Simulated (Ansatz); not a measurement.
# SO+ (sextet): the correlation ladder, def2-QZVPP

One table from this session's results is given with a row withheld; the runs are named, their logs left out.

Computed with Ansatz 0.2.0, Gaussian basis. Level: def2-QZVPP, core rule «outside noble gas», up to 6 orbitals frozen.

The runs, in order: UHF; ROHF; CCSD(T) on UHF.

### What is computed

The geometry is a PBE0/def2-TZVP stationary point (not a proven minimum) of the parent state, kept for this charge and spin.

2 atoms, charge 1, spin multiplicity 6.

Atoms are counted from 1 here; the program's logs count them from 0.

Bond lengths: O1–S2 1.643 Å.

Set-up of the first run:

File in.yaml:

```yaml
crystal:
  periodic: [false, false, false]
  atoms:
    - {symbol: O, position_ang: [0.000000, 0.000000, 0.000000]}
    - {symbol: S, position_ang: [0.000000, 0.000000, 1.642500]}
basis:
  gaussian: {orbitals: "def2-QZVPP.json"}
total_charge: 1
magnetization: {spin_polarized: true, initial_magnetization: 5}
hamiltonian: {xc: hf}
output: {orbitals: {seedname: orbitals}}
```

The run is started by

```sh
$ ansatz run in.yaml --threads 1 --pin off --events-out ev --progress --plain --max-ram 2393MiB
```

Among the steps run: UHF; ROHF; CCSD(T) on UHF.

One table of the session follows, with a row left open; its other results are not shown here.

It belongs to the step «Misses and costs». 

```
  method  from UCCSD(T) (meV)
    ROHF              +8681.6
     UHF                    ?
    UMP2              +1151.0
   UCCSD               +267.0
UCCSD(T)                    0
```

Q: Estimate the row for UHF from the others.

**Answer.** from UCCSD(T) (meV): +8412.6. In the column «from UCCSD(T) (meV)» it lies between UMP2 (+1151.0) and ROHF (+8681.6).
